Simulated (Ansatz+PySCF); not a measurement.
singlet C₂H₆O: levels of theory in one basis

```xyz
9

C     0.0000   -0.3814   -0.3253
C     0.0000   -0.3998    1.0642
O     0.0000    0.8493   -0.7184
H    -0.8181   -0.8847   -0.6716
H     0.8181   -0.8847   -0.6716
H     0.0000   -1.3494    1.4144
H     0.8185    0.0759    1.4230
H    -0.8185    0.0759    1.4230
H     0.0000    0.8594   -1.6030
```

Basis set: def2-SVP (spherical functions). Frozen core: 3 orbitals. Charge 0, multiplicity 1.

Computed with Ansatz (development build ahead of 0.2.0); each method stands on the lowest determinant of its kind that the runs found.

```
     method  E − E(RHF) (eV)  <S²> of the determinant
        RHF             0.00                     0.00
   RHF-CCSD           -13.77                        –
RHF-CCSD(T)           -14.07                        –
```

(1) What does RHF-MP2 give on the same scale?

(2) Is a single determinant a sound starting point here?

## Answers

(1) -12.80 eV.

(2) By this sign, yes. Unrestricted orbitals gain 0.00 eV and <S²> is 0.00 against 0.00 for a pure state.
